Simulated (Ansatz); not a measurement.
`OC(O)=S` + CH₄ → `CC(O)=S` + H₂O at 400 K and 1 bar (formal exchange of groups at a C–O bond).

Isolated molecules relaxed with PBE0-D4/def2-TZVP in Ansatz; ΔE leaves out vibrations. CBS: MP2 limit from def2 TZ/QZ plus the TZ coupled-cluster correction, frozen cores. This one scheme is used for every species. One conformer a species, not always the lowest.

| species | CCSD(T)/CBS energy (Eh) | H − E (kJ/mol) | S (J/(mol·K)) |
| --- | --- | --- | --- |
| `OC(O)=S` | -587.37155 | 117.8 | 300.8 |
| CH₄ | -40.46206 | 131.3 | 197.2 |
| `CC(O)=S` | -551.45551 | 180.0 | 318.8 |
| H₂O | -76.37941 | 69.8 | 198.6 |

H − E and S are ideal-gas, rigid-rotor, harmonic terms from PBE0-D4/def2-TZVP, for one conformer and one mirror image of each species. 1 Eh = 2625.50 kJ/mol, R = 8.31446 J/(mol·K).

Question: By hand: ΔE, ΔH, ΔS and ΔG.

Answer: ΔE = (-551.45551) + (-76.37941) − (-587.37155) − (-40.46206) = -0.00131 Eh = -3.4 kJ/mol. Δ(H − E) = 180.0 + 69.8 − 117.8 − 131.3 = 0.7, so ΔH = -2.7 kJ/mol. ΔS = 318.8 + 198.6 − 300.8 − 197.2 = 19.4 J/(mol·K). ΔG = -2.7 − 400 × (19.4)/1000 = -10.5 kJ/mol.

Question: By hand: the equilibrium constant, and the temperature at which ΔG would vanish if ΔH and ΔS stayed fixed.

Answer: log₁₀ K = −ΔG/(RT ln 10) = 1.4. ΔH and −TΔS have one sign here, so there is no such temperature.

TΔS isn't small against ΔH here. A doubt of 5 kJ/mol in ΔE shifts log₁₀ K by 0.7 here. Other conformers and mirror images would add mixing entropy, several J/(mol·K) or more a flexible species. These are equilibria of isolated gas molecules and say nothing of rates. Largest T1 diagnostic: 0.017 (customary marks: 0.02 for closed shells, 0.045 for open ones).
